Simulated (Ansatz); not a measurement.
# C4: the cost of one run

Method: the levels named in each step, in Ansatz 0.2.0.

### Step 1. The structure to begin with

Bond lengths: C1–C2 1.242 Å, C2–C3 1.372 Å, C3–C4 1.242 Å. Angles: C1–C2–C3 165.8°, C2–C3–C4 165.8°.

As a file:

```xyz
4

C    -1.9140    0.0320   -0.0233
C    -0.6748    0.0822   -0.0909
C     0.6748   -0.0822    0.0909
C     1.9140   -0.0320    0.0233
```

### Step 2. A rough first relaxation, PBE-D4/def2-SVPD

Contents of input.yaml:

```yaml
crystal:
  periodic: [false, false, false]
  atoms:
    - { symbol: C, position_ang: [-1.91398, 0.032, -0.0233] }
    - { symbol: C, position_ang: [-0.67481, 0.08223, -0.0909] }
    - { symbol: C, position_ang: [0.67481, -0.08223, 0.0909] }
    - { symbol: C, position_ang: [1.91398, -0.032, 0.0233] }
magnetization:
  spin_polarized: true
  initial_magnetization: 2
basis:
  gaussian: { orbitals: def2-SVPD }
hamiltonian:
  xc: pbe
  dispersion: d4
relax:
  f_tol: 0.03
  max_steps: 200
```

Launch:

```
> ansatz run input.yaml --threads 4 --pin off --max-ram 10240MiB --backend cpu --events-out ev --progress --plain --runs-dir out
```

Q: Estimate wall time and peak memory on 4 threads of AMD EPYC (Zen 3), shared host.

About 55 s, with a peak of 0.17 GiB.
